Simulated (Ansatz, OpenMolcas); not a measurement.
## N2O (SMILES N#[N+][O-]): from total energies to a heat of formation

N2O has 3 atoms, charge 0, and is taken as a singlet. SMILES: `N#[N+][O-]`. The coordinates come from a PBE0-D4/def2-TZVP relaxation.

```xyz
3

N    -0.5117    1.0013   -0.1679
N    -0.0084    0.0165   -0.0028
O     0.5201   -1.0178    0.1707
```

Total energies at B3LYP/6-31G* (Cartesian functions) (OpenMolcas 26.06); the atoms run unrestricted:

```tsv
species	state	energy (Eh)
N2O	singlet	-184.659076
N	quartet	-54.584489
O	triplet	-75.060621
```

Harmonic wavenumbers at PBE0-D4/def2-TZVP, in cm⁻¹: 641, 641, 1378, 2409.

Measured heats of formation of the gaseous atoms at 298.15 K, in kJ/mol: N 472.4, O 249.2. Spin-orbit lowering of the atoms at 298 K (mean of the ground term's levels less their thermal mean, from spectra), in kJ/mol: O 0.40. Take 1 Eh = 2625.50 kJ/mol, 1 cm⁻¹ = 0.0119627 kJ/mol, RT = 2.479 kJ/mol.

Problem. What heat of formation follows?

Solution. 
1. Electronic atomisation energy: 2 × (-54.584489) + (-75.060621) − (-184.659076) = 0.429477 Eh = 1127.6 kJ/mol.
2. Zero-point energy: half the sum of the wavenumbers, 2534.5 cm⁻¹ = 30.3 kJ/mol.
3. Thermal vibrational enthalpy, Σ hcν̃/(exp(hcν̃/kT) − 1): 0.8 kJ/mol. Translation, rotation and pV of a linear molecule: 3.5 RT = 8.7 kJ/mol.
4. The 3 free atoms carry 5/2 RT each: 18.6 kJ/mol.
5. Spin-orbit coupling lowers the free atoms by 0.40 = 0.4 kJ/mol.
6. Atomisation enthalpy at 298 K: 1127.6 − 0.4 − 30.3 − 0.8 − 8.7 + 18.6 = 1106.0 kJ/mol.
7. Sum of the atoms' heats of formation: 1194.0 kJ/mol. Heat of formation: 1194.0 − 1106.0 = +88.0 kJ/mol.

The tabulated value is +82.6 kJ/mol (Active Thermochemical Tables), so this level is off by +5.4 kJ/mol, or 0.5 % of the atomisation enthalpy. So close a hit in a small basis owes something to errors that cancel. Anharmonicity and any spin-orbit splitting of the molecule are left out.
